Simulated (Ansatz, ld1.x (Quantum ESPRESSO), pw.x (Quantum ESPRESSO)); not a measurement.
palladium (Pd): one change to the TM potential, in the atom and in the sc crystal

- Element: Pd
- Generator: ld1.x (Quantum ESPRESSO) 7.5
- Type: norm-conserving Troullier–Martins (Kleinman–Bylander form)
- Functional: PBEsol
- Relativity: scalar-relativistic
- Frozen core: [Ar] 3d10 4s2
- Valence charge: 16
- Reference configuration: 4p6 4d10 5s0
- Partial waves: 4p (bound): rc 1.35 bohr; 4d (bound): rc 1.60 bohr; 5s (bound, empty): rc 2.95 bohr
- Local potential: the s channel
- Core correction: none

Change: local potential all-electron potential smoothed inside 1.30 bohr (lloc = -1).

Cutoffs, loose and tight: the cutoffs (Ry, on a coarse ladder) from which the occupation-weighted sum of valence levels, in a spherical-Bessel basis at the reference potential, stays within 10 and 1 mRy of its value at 400 Ry. They do not see the model core or the augmentation charge, which bear on the density cutoff. Test errors are all-electron minus pseudo excitation energies from the reference, over the configurations 4p6 4d9 5s0; 4p6 4d8 5s0; 4p6 4d7 5s0; 4p6 4d8 5s1; 4p6 4d9 5s1; 4p5 4d10 5s0; 4p6 4d6 5s0; variants that change the core or the reference have their own tests.

Crystal test: sc Pd in pw.x 7.5, no spin, 13³ k-points, Fermi–Dirac smearing 0.01 Ry, cutoffs set for each file from its atomic test. The reference is all-electron LAPW (Ansatz 0.2.0) with the same functional, mesh and smearing; V0 and B0 come from Birch–Murnaghan fits to the pressures at five volumes. Errors are pseudo minus all-electron; Δ is the rms difference of the E(V) curves that follow from these fits, minima aligned, over ±6 % about the mean V0. Mesh and smearing are coarse, so the numbers serve the comparison and aren't converged zero-temperature values; the lattice is a test structure that the element need not adopt.

All-electron: a0 = 2.567 Å (V0 = 16.91 Å³/atom), B0 = 147.5 GPa.

Question: Does the change bring the crystal closer to the all-electron result?

Answer: The mean pressure error goes from +27.32 to -31.93 GPa, so the change moves the solid further from the all-electron pressures. Neither pressure curve crosses zero within the volumes sampled, so no fits are given.

| quantity | base | changed |
| --- | --- | --- |
| outcome (atom) | generated | generated |
| cutoff, loose (atom) | 70 Ry | 70 Ry |
| cutoff, tight (atom) | 120 Ry | 120 Ry |
| bound ghosts (atom) | none | s |
| largest test error (meV) (atom) | -1590 over the solved tests; 2 of 7 tests not solved or not reliable | -56 |
| cutoffs in pw.x (Ry) | 145/580 | 145/580 |
| mean pressure error (GPa) | +27.32 | -31.93 |

Base: The largest radius (2.95 bohr) exceeds half the bond length (2.43 bohr), so the spheres overlap, which is one possible source of error among others. This is a poor potential for the solid. Atomic configuration tests: 2 of 7 tests not solved or not reliable. Changed file: The largest radius (2.95 bohr) exceeds half the bond length (2.43 bohr), so the spheres overlap, which is one possible source of error among others. This is a poor potential for the solid. Note: ghost state, extra bound levels that the all-electron valence spectrum of the same l lacks: s at -146.1 eV. A true bound ghost makes a file unfit for plane-wave use. The atomic cutoffs weigh occupied waves only.
